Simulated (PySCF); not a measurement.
C4H4NO (doublet state).
Structure used (GFN2-xTB), in Å, numbered top down from 1:
```
atom  x, y, z in Å
C1     1.187   -0.446   -0.144
C2     0.397    0.762    0.281
O3     0.908    1.798    0.664
C4    -1.052    0.632    0.209
C5    -1.688   -0.506   -0.214
N6    -2.212   -1.474   -0.573
H7     0.949   -0.699   -1.176
H8     2.250   -0.244   -0.053
H9     0.921   -1.300    0.477
H10   -1.651    1.482    0.506
```

The hyperfine couplings belong to this conformer and change with its torsions.

The species is `CC(=O)[CH]C#N` [radical].

Level of theory: UKS B3LYP, pcH-1 on C H N O, non-relativistic, mean-field spin-orbit, GIAO (PySCF). The structure is a single GFN2-xTB conformer in the gas phase; no vibrational or solvent corrections. A GFN2-xTB geometry isn't a minimum of the functional, and hyperfine couplings can be far from their values at a DFT geometry. The SCF solution wasn't tested for stability.

Largest spin populations (Mulliken): C4 (+0.75), N6 (+0.37), O3 (+0.22) and C5 (-0.20). Three atoms exceed +0.15. The angles at C4 add up to 360.0°, so it is planar; its axial dipolar tensor and the negative coupling of its proton fit spin in a p orbital normal to that plane.

Question: McConnell's relation a(H) = Q·ρ ties the coupling of a proton on a planar π carbon to the spin population of that carbon. What Q do the computed values give?

Answer: 
| H | C | ρ(C) | a(H) (G) | a/ρ (G) |
| --- | --- | --- | --- | --- |
| H10 | C4 | +0.753 | -17.84 | -23.7 |

One proton gives one ratio, Q = -23.7 G, and no test of linearity. In every row coupling and population have opposite signs.

Couplings in gauss use g_iso = 2.0045.

Time: 37 s wall (grids of density and orbitals included); peak memory 0.66 GiB. Hardware: an Arm Neoverse N1 with one thread (shared host).
